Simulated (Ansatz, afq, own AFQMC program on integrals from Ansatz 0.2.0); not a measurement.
Si2H2, singlet in cc-pVDZ, levels against CCSDT(Q)

```json
{"atom": "Si", "x (Å)": "0.0000", "y (Å)": "0.0000", "z (Å)": "1.1433"}
{"atom": "Si", "x (Å)": "0.0000", "y (Å)": "0.0000", "z (Å)": "-1.2847"}
{"atom": "H", "x (Å)": "0.0000", "y (Å)": "1.2361", "z (Å)": "1.9712"}
{"atom": "H", "x (Å)": "0.0000", "y (Å)": "-1.2361", "z (Å)": "1.9712"}
```

Connectivity, by distances: SiH2–Si.

Basis cc-pVDZ. Noble-gas cores (and the filled d shells of Ga–Kr and In–Xe) are frozen. Ansatz 0.2.0 and our own AFQMC program on the same integrals; the CISD trial comes from CCSD amplitudes, and released means the phaseless constraint is let go. Error bars are statistical, one sigma.

Determinant: RHF, the one that the program's search chose, which needn't be the lowest solution. The geometry is a point of a scan.

No full CI on the walks' own integrals is used here; CCSDT(Q) serves as the reference and is uncertain by about the last step of the cluster series.

Cautions: higher spins were not checked; restricted determinant unstable towards unrestricted (UHF 517 meV lower, ⟨S²⟩ 1.03); strong correlation (T1 0.023, weight of the determinant 0.82, largest double 0.21); the ph-AFQMC/HF walk drifts between its halves (2.5 errors).

* T1 diagnostic: 0.0233
* weight of the determinant in the CISD state: 0.818
* size of the correlated space: 10 electrons in 36 orbitals

```
  level  correlation energy (eV)
    MP2                  -4.7969
   CCSD                  -5.9140
CCSD(T)                  -6.2006
```

(1) Estimate where phaseless AFQMC with a CISD trial lies against CCSD(T) on the same integrals.

(1) 0.8 ± 1.2 kJ/mol above CCSD(T). The gap is under twice the noise, so this walk alone can't tell the two apart.

Reference: CCSDT(Q), correlation energy -6.269 eV. The released energy is read at 2.40 1/Eh (meV from the phaseless value at times in 1/Eh: -18 ± 14 at 0.24, -34 ± 13 at 0.51, -61 ± 16 at 0.99, -65 ± 16 at 1.62, -58 ± 22 at 2.40).

| level | E − E(reference) (kJ/mol) | share of correlation (%) |
| --- | --- | --- |
| CCSD(T) | 6.6 | 98.90 |
| CCSDT | 2.6 | 99.58 |
| ph-AFQMC/HF | 12.3 ± 5.3 | 97.97 |
| ph-AFQMC/CISD | 7.5 ± 1.2 | 98.77 |
| released AFQMC | 1.9 ± 2.1 | 99.68 |

A walk keeps the symmetry of its determinant, which the program's search chose and which needn't be the lowest solution, so a lower state of the same spin and another symmetry isn't excluded. Released energies are given only where the last usable release times agree within the noise; a slower fall can still hide under it.
